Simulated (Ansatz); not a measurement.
# CH2Si (triplet): B2PLYP, RPA-PBE over vertical spin and charge gaps, cc-pVTZ

How well do these functionals follow the top wave-function level for CH2Si (triplet) over vertical spin and charge gaps?

The runs use Ansatz 0.2.0, Gaussian basis; cc-pVTZ, all electrons in the functionals, frozen cores in the correlation of double hybrids and RPA.

The runs, in order: B2PLYP, RPA-PBE, at charge 0, triplet; charge 0, singlet; charge 0, quintet; charge 1, doublet; charge 1, quartet.

## 1. What is computed

The geometry is a PBE0/def2-TZVP stationary point (not a proven minimum).

4 atoms, charge 0, spin multiplicity 3.

Atoms are counted from 1 here; the program's logs count them from 0.

Bond lengths: Si1–C2 1.820 Å, Si1–H3 1.492 Å, Si1–H4 1.492 Å. Angles: C2–Si1–H3 125.7°, C2–Si1–H4 125.7°, H3–Si1–H4 108.7°.

No dispersion term is added.

The geometry shown and the zero of energy belong to the point charge 0, triplet. The yardstick, UCCSDT(Q), and other wave-function levels (R restricted, U unrestricted, valence and pair active spaces) come from earlier runs.

## 2. B2PLYP, charge 0, triplet

Input file in.yaml:

```yaml
crystal:
  periodic: [false, false, false]
  atoms:
    - {symbol: Si, position_ang: [0.000000, 0.000000, 0.477506]}
    - {symbol: C, position_ang: [0.000000, 0.000000, -1.342750]}
    - {symbol: H, position_ang: [0.000000, 1.212489, 1.347482]}
    - {symbol: H, position_ang: [0.000000, -1.212489, 1.347482]}
basis:
  gaussian: {orbitals: cc-pVTZ}
magnetization: {spin_polarized: true, initial_magnetization: 2}
hamiltonian: {xc: {name: B2PLYP}}
correlation: {electrons: outside_noble_gas}
```

On the command line:

```console
> ansatz run in.yaml --threads 2 --pin off --events-out ev --progress --plain --max-ram 24576MiB --backend cuda --devices 0, --max-vram 18GiB
```

After this run come: B2PLYP, charge 0, singlet; B2PLYP, charge 0, quintet; B2PLYP, charge 1, doublet; B2PLYP, charge 1, quartet; RPA-PBE, charge 0, triplet; RPA-PBE, charge 0, singlet; RPA-PBE, charge 0, quintet; RPA-PBE, charge 1, doublet; RPA-PBE, charge 1, quartet.

Before running them: what should the planned runs give, taken together? Wanted: triplet to singlet, UCCSDT(Q); triplet to quintet, UCCSDT(Q); ionisation to the doublet cation, UCCSDT(Q); ionisation to the quartet cation, UCCSDT(Q); largest miss, B2PLYP; largest miss, RPA-PBE.

As calculated:

| quantity | value |
| --- | --- |
| triplet to singlet, UCCSDT(Q) | -6.7 kcal/mol |
| triplet to quintet, UCCSDT(Q) | 41.7 kcal/mol |
| ionisation to the doublet cation, UCCSDT(Q) | 206.0 kcal/mol |
| ionisation to the quartet cation, UCCSDT(Q) | 199.8 kcal/mol |
| largest miss, B2PLYP | +4.8 kcal/mol (triplet to quintet) |
| largest miss, RPA-PBE | +11.5 kcal/mol (ionisation to the quartet cation) |

What this shows: Of the functionals, B2PLYP keep the smallest largest miss at the points compared (at most 4.8 kcal/mol) and RPA-PBE strays most (11.5 kcal/mol, at ionisation to the quartet cation). B2PLYP, RPA-PBE clearly break the spin symmetry at some points (⟨S²⟩ up to 0.60 above the pure value), so energy there is bought with a mixed spin. Functionals and the yardstick converge differently with the basis, so part of each miss in cc-pVTZ is the basis.
